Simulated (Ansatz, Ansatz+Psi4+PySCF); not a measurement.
```tsv
atom	x (Å)	y (Å)	z (Å)
S	0.0000	0.0000	0.0000
O	1.5568	0.0000	0.0000
O	-0.7784	1.3482	0.0000
O	-0.7784	-1.3482	0.0000
```

Basis set: cc-pVTZ (spherical functions). Frozen core: 8 orbitals. Charge 0, multiplicity 1.

Computed with Ansatz (development build ahead of 0.2.0); each method stands on the lowest determinant of its kind that the runs found. Restricted open shells among the atoms or ions are ROHF, correlated in semicanonical orbitals with singles.

Question: Give the atomization energy at this shape (free ground-state atoms in the same class of orbitals less the molecule, no zero-point energy) of singlet SO₃ by RHF-MP2, RHF.

Answer:

```csv
method,atomization energy
RHF-MP2,13.77 eV
RHF,3.70 eV
```

Caution: no unrestricted run beside it, a lower state can exist; the shape is not the minimum.
